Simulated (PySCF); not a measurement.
C₂H₇N.

```xyz
10

C      0.0201    -0.2223     1.2121
N     -0.1470     0.5620     0.0000
C      0.0201    -0.2223    -1.2121
H      0.9791    -0.7642     1.2649
H     -0.7797    -0.9642     1.2771
H     -0.0569     0.4263     2.0857
H      0.5033     1.3376     0.0000
H      0.9791    -0.7642    -1.2649
H     -0.0569     0.4263    -2.0857
H     -0.7797    -0.9642    -1.2771
```
Charge 0, spin multiplicity 1.

Coordinates come from a B3LYP-D3(BJ)/def2-TZVP optimisation.

Method: HF/pcSseg-1 (PySCF). Non-relativistic, no solvent.

### Question
Give the absolute GIAO shielding of each atom: isotropic value and principal components (ppm). (An estimate is asked for; the answer gives what the named calculation found.)

### Answer

```json
[
 {"atom": "C1", "σ(iso)": "155.3", "σ11": "132.5", "σ22": "144.2", "σ33": "189.2", "span": "56.7"},
 {"atom": "N2", "σ(iso)": "250.1", "σ11": "216.5", "σ22": "238.2", "σ33": "295.6", "span": "79.1"},
 {"atom": "C3", "σ(iso)": "155.3", "σ11": "132.5", "σ22": "144.2", "σ33": "189.2", "span": "56.7"},
 {"atom": "H4", "σ(iso)": "30.0", "σ11": "25.9", "σ22": "27.9", "σ33": "36.2", "span": "10.2"},
 {"atom": "H5", "σ(iso)": "29.8", "σ11": "25.8", "σ22": "27.6", "σ33": "36.0", "span": "10.2"},
 {"atom": "H6", "σ(iso)": "29.4", "σ11": "25.0", "σ22": "27.1", "σ33": "36.2", "span": "11.2"},
 {"atom": "H7", "σ(iso)": "32.5", "σ11": "23.0", "σ22": "31.1", "σ33": "43.2", "span": "20.2"},
 {"atom": "H8", "σ(iso)": "30.0", "σ11": "25.9", "σ22": "27.9", "σ33": "36.2", "span": "10.2"},
 {"atom": "H9", "σ(iso)": "29.4", "σ11": "25.0", "σ22": "27.1", "σ33": "36.2", "span": "11.2"},
 {"atom": "H10", "σ(iso)": "29.8", "σ11": "25.8", "σ22": "27.6", "σ33": "36.0", "span": "10.2"}
]
```
